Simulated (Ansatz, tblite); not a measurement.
Cost and result up the ladder for the cluster SiO₂ (the lowest singlet isomer of a short search) (3 atoms). Charge 0, multiplicity 1. Geometry: PBE0-D4/def2-TZVP.

Cartesian coordinates in Å:
```
Si 0.0000 0.0000 0.0000
O 1.2519 -0.6984 0.4607
O -1.2519 0.6984 -0.4607
```

Ansatz on 4 threads of AMD EPYC 7B13 on a shared host; xTB runs through tblite on one thread. Times are rough, summed over both states, and most runs start from the orbitals of an earlier one. PBE-QIDH/def2-TZVP serves as the yardstick here, not as an exact answer. Differences are given only for rows in sets of like size (and for xTB, whose basis is part of the method), since another set adds its own error. The other state is a quintet at its own geometry.

The xTB rows come from tblite. HSE06 is defined as in plane-wave codes, on full-range PBE exchange. Correlated methods freeze 7 core orbitals. The structure comes from a short search, and lower isomers may exist.

Run but left out: GFN1-xTB (tight binding far off the other levels).

Correlated methods converge slowly with the basis.

xTB has no spin-polarisation term.

| level | functions | wall time | quintet − singlet (eV) | difference from PBE-QIDH/def2-TZVP (eV) |
| --- | --- | --- | --- | --- |
| GFN2-xTB | 17 | 0.004 s | 12.29 | 5.57 |
| HF/STO-3G | 19 | 0.25 s | -0.16 | – |
| PBE-D4/def2-TZVP | 99 | 0.95 s | 6.46 | -0.26 |
| BLYP-D4/def2-TZVP | 99 | 1 s | 6.49 | -0.23 |
| revPBE-D4/def2-TZVP (with forces) | 99 | 1.1 s | 6.30 | -0.42 |
| RPA@PBE/def2-TZVP | 99 | 1.4 s | 6.14 | -0.59 |
| MP2/def2-TZVP | 99 | 1.7 s | 7.74 | 1.02 |
| HSE06-D4/def2-TZVP | 99 | 1.8 s | 6.39 | -0.33 |
| PBE-QIDH/def2-TZVP | 99 | 2.2 s | 6.72 | 0.00 |
| PBE0-D4/def2-TZVP | 99 | 2.3 s | 6.38 | -0.34 |
| r2SCAN-D4/def2-TZVP | 99 | 2.8 s | 6.31 | -0.41 |
| r2SCAN0-D4/def2-TZVP | 99 | 2.9 s | 6.00 | -0.72 |
